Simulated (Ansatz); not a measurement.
```xyz
2

Li    0.0000    0.0000   -1.2409
F     0.0000    0.0000    0.4136
```

RHF-MP2 on singlet LiF was run in several spherical basis sets with Ansatz (development build ahead of 0.2.0). Frozen core: 1 orbital.

Problem. Rank the basis sets by the total energy that they give, lowest first, with the distance from the lowest.
A. cc-pVTZ
B. 6-31G(d)
C. cc-pVDZ

Solution. A (0.00 eV), C (3.22 eV), B (4.02 eV).

Totals follow the description of the cores as much as that of the bonds, so this order isn't one of quality for chemistry.
